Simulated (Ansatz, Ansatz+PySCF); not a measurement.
```xyz
9

O     1.1498    0.0000    0.0000
C     0.3528    1.0865    0.0000
C    -0.9584    0.7153    0.0000
C    -0.9584   -0.7153    0.0000
C     0.3528   -1.0865    0.0000
H     0.8548    2.0507    0.0000
H    -1.8204    1.3790    0.0000
H    -1.8204   -1.3790    0.0000
H     0.8548   -2.0507    0.0000
```

RHF-MP2 on singlet C4H4O was run in several spherical basis sets with Ansatz (development build ahead of 0.2.0). Frozen core: 5 orbitals.

Question: Rank the basis sets by the total energy that they give, lowest first, with the distance from the lowest.
A. def2-SVP
B. cc-pVTZ
C. def2-TZVP

Answer: B (0.00 eV), C (0.18 eV), A (11.34 eV).

Totals follow the description of the cores as much as that of the bonds, so this order isn't one of quality for chemistry.
